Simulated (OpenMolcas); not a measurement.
Potential curves of AlN: spin-free states

Calculated with OpenMolcas 26.06: state-averaged CASSCF(8,8) over Al 3s 3p, N 2s 2p, XMS-CASPT2 (IPEA 0.25, imaginary shift 0.2 hartree), scalar X2C, ANO-RCC-VTZP, then RASSI spin–orbit state interaction with atomic mean-field integrals. C2 symmetry about the axis (a holds Σ, Δ, Γ; b holds Π, Φ, H; Σ⁺ and Σ⁻ are not told apart); roots by multiplicity and irrep: 3a 2, 3b 6, 1b 4, 1a 4, 5b 2.

XMS-CASPT2 energies in eV from the lowest point. Curves are followed by energy order within each symmetry, so they are adiabatic and may change character at avoided crossings; Σ⁺ and Σ⁻ are counted together.

```tsv
R (Å)	(1)3Π	(1)3Σ	(2)3Σ	(1)5Π	(2)1Π
1.563	0.852	1.818	2.047	4.470	4.670
1.654	0.275	0.901	1.862	3.516	3.703
1.736	0.045	0.398	1.928	2.989	3.354
1.818	0.000	0.128	2.127	2.673	3.189
1.909	0.087	0.020	2.432	2.481	3.150
2.000	0.267	0.043	2.772	2.400	3.213
2.127	0.585	0.203	3.257	2.382	3.398
2.291	1.017	0.513	3.846	2.423	3.735
2.545	1.665	1.045	4.611	2.452	4.312
2.909	2.168	1.685	5.319	2.451	4.933
```

With masses 26.982 and 14.003 u, fit the curves (1)3Π, (1)3Σ, (2)3Σ, (1)5Π, (2)1Π near their minima.

At XMS-CASPT2, Te from the lowest curve (the fit fixes ωe to a per cent or two; the method's Re and ωe can be off by some per cent):

| curve | Te (cm⁻¹) | Re (Å) | ωe (cm⁻¹) |
| --- | --- | --- | --- |
| (1)3Π | 0 | 1.803 | 756.6 |
| (1)3Σ | 150 | 1.933 | 638.5 |
| (2)3Σ | 15030 | 1.665 | 942.8 |
| (1)5Π | 19220 | 2.088 | 336.6 |
| (2)1Π | 25420 | 1.892 | 618.6 |

Left out for impure symmetry, kinks or missing points, though low: (1)1Σ, (1)1Π, (1)1Δ, (2)3Π, (2)1Σ, (3)3Π. Only roots inside an energy window near the equilibrium distance were included, so the list of states is not complete; labels number the states computed. Each spin and symmetry block has orbitals of its own, averaged over its own roots, so gaps between blocks are less sure than gaps within one and near the minimum can be off by tenths of an eV, in bad cases by more. No Rydberg orbitals are active, so Rydberg states, and σ→σ* states whose orbital the CASSCF left unused, can be missing between those listed. CASPT2 splits the two components of degenerate states numerically, here by up to 62 cm⁻¹. No roots were computed in block 5a (none fell in the window or the block failed), so states of that kind are missing and can lie low or lowest. Points that failed a check (symmetry, reference weights, a jump) are left out.
